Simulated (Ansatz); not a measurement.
bcc Fe was calculated with LDA (Ansatz, a first-principles code, plane waves, PAW).

Numerical settings: plane-wave cutoff 500 eV, 20×20×1 k mesh (along the axes of the cell as run), Fermi–Dirac smearing 0.1 eV, scalar-relativistic PAW data made under PBE.

### Question
What does this level give for the surface energy of the (100) face and work function of the (100) face?

### Answer

- surface energy of the (100) face: 3.45 J/m²
- work function of the (100) face: 4.41 eV

The slab of 10 atoms is relaxed and unreconstructed.

The computed numbers hold no vibrational or temperature effects.

Cost on a shared machine: around 29 core-minutes (rough).
